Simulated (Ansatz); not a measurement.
fcc Pb was calculated with LDA (Ansatz, a program for electronic structure, PAW).

A relaxed, unreconstructed slab of the (111) face has 6 atoms, two equal faces of 10.318 Å² each and an energy of -69613.5859 eV. A bulk cell of 3 atoms with the same orientation and in-plane k mesh has -34807.0598 eV. Energies are extrapolated to zero smearing.

Run with plane-wave cutoff 500 eV, 18×18×1 k mesh (along the axes of the cell as run), Fermi–Dirac smearing 0.1 eV, scalar-relativistic PAW data made under PBE.

Worked out: γ = (E_slab − N E_bulk per atom)/2A = [-69613.5859 − 6 × (-34807.0598/3)]/(2 × 10.318) = 0.0259 eV/Å². With 16.022 J/m² per eV/Å² this is 0.41 J/m², or 0.27 eV per surface cell and face.
